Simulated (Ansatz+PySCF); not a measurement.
## doublet C3H2N: levels of theory in one basis

```xyz
6

C     0.0000    0.0065   -1.0901
C     0.0000    0.1929    0.1993
C     0.0000    0.0361    1.5252
N     0.0000   -0.0361    2.6987
H     0.0000   -1.0402   -1.5439
H     0.0000    0.8408   -1.7891
```

Basis set: cc-pVTZ (spherical functions). Left uncorrelated: 4 orbitals. Correlation on ROHF uses semicanonical orbitals with singles. Charge 0, multiplicity 2.

Computed with Ansatz (development build ahead of 0.2.0) and PySCF 2.14.0; each method stands on the lowest determinant of its kind that the runs found.

| method | E − E(ROHF) (eV) | <S²> of the determinant |
| --- | --- | --- |
| ROHF | 0.00 | 0.75 |
| UHF | -0.77 | 1.40 |
| UHF-MP2 | -16.24 | 1.40 |

**Question.** What does ROHF-MP2 give on the same scale?

**Answer.** -17.41 eV.

Caution for ROHF, ROHF-MP2: an unrestricted determinant lies well below. Caution for UHF, UHF-MP2: the unrestricted determinant is spin contaminated. Caution for ROHF-MP2, UHF-MP2: forces differ strongly between restricted and unrestricted references.
